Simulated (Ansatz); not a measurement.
Input file:

```yaml
crystal:
  periodic: [false, false, false]
  atoms:
    - {symbol: Si, position_ang: [0.000000, 0.000000, 0.000000]}
    - {symbol: N, position_ang: [0.000000, 0.000000, 2.853000]}
basis:
  gaussian: {orbitals: cc-pVDZ}
total_charge: 1
magnetization: {spin_polarized: false}
correlation: {method: ccsdtq, electrons: outside_noble_gas}
```

```sh
$ ansatz run in.yaml --threads 1 --pin off --events-out ev --progress --plain --max-ram 2393MiB
```

Output:

```
563 factors; integrals over basis functions are off by at most 1.8e-7 eV
mean field evaluation 1: about -9319.1544 eV, gradient 3.9e1 eV
mean field evaluation 2: about -9319.1552 eV, gradient 3.9e1 eV
mean field evaluation 4: about -9324.4719 eV, gradient 1.7e1 eV
mean field evaluation 8: about -9326.7838 eV, gradient 6.9e-1 eV
mean field evaluation 16: about -9268.4293 eV, gradient 9.1e1 eV
mean field evaluation 32: about -9326.7860 eV, gradient 1.5e-6 eV
mean field evaluation 64: about -9326.7860 eV, gradient 6.3e-4 eV
mean field evaluation 96: about -9320.5806 eV, gradient 3.9e-3 eV
mean field evaluation 128: about -9320.9369 eV, gradient 5.2e-2 eV
mean field evaluation 160: about -9319.5282 eV, gradient 1.4e1 eV
...
cycle 141  -7.64302113 eV  change    1.1e-7 eV  update   1.1e-6
cycle 142  -7.64302090 eV  change    2.4e-7 eV  update   4.6e-7
cycle 143  -7.64302049 eV  change    4.1e-7 eV  update   3.1e-7
cycle 144  -7.64302033 eV  change    1.5e-7 eV  update   3.6e-7
cycle 145  -7.64302010 eV  change    2.4e-7 eV  update   1.6e-7
cycle 146  -7.64301986 eV  change    2.4e-7 eV  update   1.9e-7
cycle 147  -7.64301977 eV  change    8.5e-8 eV  update   3.7e-7
cycle 148  -7.64301959 eV  change    1.9e-7 eV  update   1.7e-7
cycle 149  -7.64301949 eV  change    9.8e-8 eV  update   1.3e-7
cycle 150  -7.64301941 eV  change    7.5e-8 eV  update   1.0e-7
WARN: these amplitudes may be one of several solutions (largest doubles amplitude 0.73, level shift 4.91 eV)
Total energy: -9334.42899846 eV, -343.0339385902 hartree
```

Ran on 1 thread of Arm Neoverse V1, shared host: 4.1 min wall, 0.33 GiB peak host memory.
